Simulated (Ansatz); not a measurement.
Results of r²SCAN0 (Ansatz, an electronic-structure program, plane waves, PAW) for fcc Ir.

Run with plane-wave cutoff 520 eV, 14×14×14 k mesh, Fermi–Dirac smearing 0.05 eV, no spin polarisation, scalar-relativistic PAW data made under PBE.

Equation-of-state points:

```csv
V (Å³/atom),E − E_lowest (meV/atom),P (GPa)
13.129,52.91,25.13
13.474,13.27,11.96
13.820,0.00,0.62
14.127,7.37,-8.13
14.511,38.44,-17.54
```

Q: Estimate the bulk modulus from the pressures at 13.474 and 14.127 Å³/atom, and compare it with a fit to all energies.

A: B = −V dP/dV. Between V = 13.474 and 14.127 Å³/atom, dP/dV = (-8.13 − (11.96))/(14.127 − 13.474) = -30.8 GPa per Å³/atom; at the midpoint 13.800 Å³/atom this gives B ≈ 425 GPa. The third-order Birch–Murnaghan fit gives V0 = 13.840 Å³/atom, B0 = 417 GPa, B′ = 5.0, which lies 2 % below that estimate.

Measured, for comparison: bulk modulus 365 GPa (corrected for temperature and zero-point phonon effects; as tabulated in Levämäki et al. (2014), arXiv:1402.3671); equilibrium volume per atom 14.06 Å³/atom (static lattice: zero-point anharmonic expansion removed; as tabulated in Mejia-Rodriguez and Trickey (2018), arXiv:1807.09216). Computed (rounded) less measured: bulk modulus +14 %, equilibrium volume per atom -1.6 %.

Spin–orbit coupling is not included.

The computed numbers hold no vibrational or temperature effects.
